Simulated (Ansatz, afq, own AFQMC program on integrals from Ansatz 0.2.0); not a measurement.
AFQMC on a folder of integrals that Ansatz 0.2.0 wrote.

```yaml
crystal:
  periodic: [false, false, false]
  atoms:
    - {symbol: C, position_ang: [0.000000, 0.000000, 0.000000]}
    - {symbol: C, position_ang: [0.000000, 0.000000, 1.246204]}
basis:
  gaussian: {orbitals: 6-31G}
magnetization: {spin_polarized: true, initial_magnetization: 2}
correlation: {method: ccsd_t, electrons: outside_noble_gas, hamiltonian_folder: ham}
```

```sh
$ ansatz run in.yaml --threads 1 --pin off --events-out ev --progress --plain --max-ram 1843MiB
```

Options of the walk:

```
--method phaseless --trial cisd --walkers 200 --populations 1 --least-time 40 --time-step 0.005 --steps-per-block 50 --equilibration-blocks 28 --max-blocks 300 --target-error 0.00034 --factor-cut 1e-05 --start spin_pure --seed 9433 --release-times 0.24,0.51,0.99,1.62,2.4 --release-step 0.03 --release-every 4 --taylor-order 6
```

Times are imaginary, in 1/Eh. The walk had a cap of 533 s.

```
orbitals 16  electrons 5 3  factors 95 of 254
reference energy -75.43242493 Eh
CCSD correlation -0.16930789 Eh in 10 cycles, weight of the determinant in the CISD state 0.8821
energy of the start -75.601482 Eh
 block  time / (1/Eh)  mean weight  energy / Eh
     1     0.250  1.0003  -75.599999
     2     0.500  0.9995  -75.600989
     3     0.750  0.9998  -75.603525
     4     1.000  0.9998  -75.603015
     5     1.250  1.0001  -75.605773
     8     2.000  1.0000  -75.615081
    17     4.250  0.9995  -75.606976
    41    10.250  1.0000  -75.604571
    65    16.250  0.9994  -75.608032
    89    22.250  1.0002  -75.614520
   113    28.250  1.0003  -75.604836
   137    34.250  1.0000  -75.607186
   161    40.250  1.0009  -75.603051
   185    46.250  0.9998  -75.613244
   209    52.250  1.0003  -75.604674
   233    58.250  1.0001  -75.615358
   241    60.250  0.9999  -75.616557
   257    64.250  1.0004  -75.609831
   281    70.250  0.9984  -75.603567
   305    76.250  0.9993  -75.604015
   321    80.250  1.0012  -75.607827
blocks merged  error / Eh  count
     1  0.000235  300
     2  0.000289  150
     4  0.000315  75
     8  0.000323  37
    16  0.000233  18
    32  0.000235  9
released: time / (1/Eh)  energy / Eh  error  mean overlap
  0.24  -75.609701  0.000371  0.9982
  0.51  -75.610336  0.000399  0.9994
  0.99  -75.610970  0.000280  1.0007
  1.62  -75.610348  0.000358  1.0062
  2.40  -75.611024  0.000373  1.0094
energy -75.608826 +/- 0.000323 Eh
(rows thinned)
```

(1) Estimate how long the walk took on 1 thread of Intel(R) Xeon(R) Platinum 8488C (Sapphire Rapids), on a shared host.

The run passed its tests (sampling time, drift between the halves within three errors, error under three times the target), which doesn't prove that it has relaxed.

Against this walk (error 8.8 meV) on the same determinant: CCSD(T) 3.7 meV lower (within the noise), CCSDT(Q) 69.4 meV lower, CCSDTQ 71.5 meV lower, full CI 76.5 meV lower. The error is statistical and leaves out the bias of the constraint. The released energies move by 1.5 errors or more from one time to the next (meV from the phaseless value at times in 1/Eh: -24 ± 10 at 0.24, -41 ± 11 at 0.51, -58 ± 8 at 0.99, -41 ± 10 at 1.62, -60 ± 10 at 2.40), so they give no level; they do show a bias of the constraint, and the last of them that isn't too noisy lies 17 meV above full CI. Full CI is exact here, so the walk's 76 meV above it is the walk's own error: the bias of the constraint with this trial.

Cautions: constraint bias not in the error; another spin lies lower (by 795 meV); an unrestricted solution with more broken spin lies lower (434 meV, ⟨S²⟩ 2.24); the CCSD(T) amplitudes may be one of several solutions (largest double 0.14); the CCSDT(Q) amplitudes may be one of several solutions (largest double 0.16); the CCSDTQ amplitudes may be one of several solutions (largest double 0.16).

## Answers

(1) 3.8 min of wall time.

CCSDT and higher add their correlation energy to the determinant of the CCSD(T) run, since their own runs factorise the integrals more tightly (a shift of under 2 meV). A walk keeps the symmetry of its determinant, which the program's search chose and which needn't be the lowest solution, so a lower state of the same spin and another symmetry isn't excluded.
